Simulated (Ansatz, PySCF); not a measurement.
Reaction: C2H2O (SMILES O=C=C) → C2H2O (SMILES OC#C)
Each species at its own B3LYP-D3(BJ)/def2-TZVP minimum (Ansatz, a program for electronic structure), one conformer.

Total energies in hartree (Ansatz). UHF or UKS for unpaired electrons; spin-orbit terms are left out. Cores are frozen in correlated methods. No relativity.

```tsv
species	HF/cc-pVTZ	CCSD(T)/cc-pVTZ	HF/cc-pVQZ	CCSD(T)/cc-pVQZ	CCSD(T)/cc-pVDZ	CCSDT(Q)/cc-pVDZ
1: C2H2O (SMILES C=C=O)	-151.78469	-152.35813	-151.79577	-152.40356	-152.20848	-152.21075
2: C2H2O (SMILES C#CO)	-151.72785	-152.30357	-151.73904	-152.34972	-152.14797	-152.14997
```

Q: Work out the isomerisation energy (enthalpy at 298 K, ideal-gas terms from PySCF's Hessians at B3LYP-D3(BJ)/def2-TZVP) in kJ/mol: take Hartree-Fock from cc-pVQZ, extrapolate the CCSD(T) correlation energy as X^-3 (X = 3, 4), and add CCSDT(Q) - CCSD(T) in cc-pVDZ. The further terms named in the bracket sum to +0.00031 hartree. 1 hartree = 2625.5 kJ/mol.

A: 
Species 1: correlation (64·(-0.60779) - 27·(-0.57344))/37 = -0.63286; step -0.00227; E1 = -151.79577 + (-0.63286) + (-0.00227) = -152.43090
Species 2: correlation (64·(-0.61068) - 27·(-0.57572))/37 = -0.63619; step -0.00200; E2 = -151.73904 + (-0.63619) + (-0.00200) = -152.37723
-1·E1 +1·E2 +0.00031 = 0.05398 hartree = 141.7 kJ/mol. From measured enthalpies of formation at 298 K: 33.8 kcal/mol (Active Thermochemical Tables 1.112 (ions: stationary electron), as tabulated in the package chemicals). The calculations leave out spin-orbit terms. The composite differs from it by +0.5 kJ/mol; core, relativistic and spin-orbit terms are not in it.
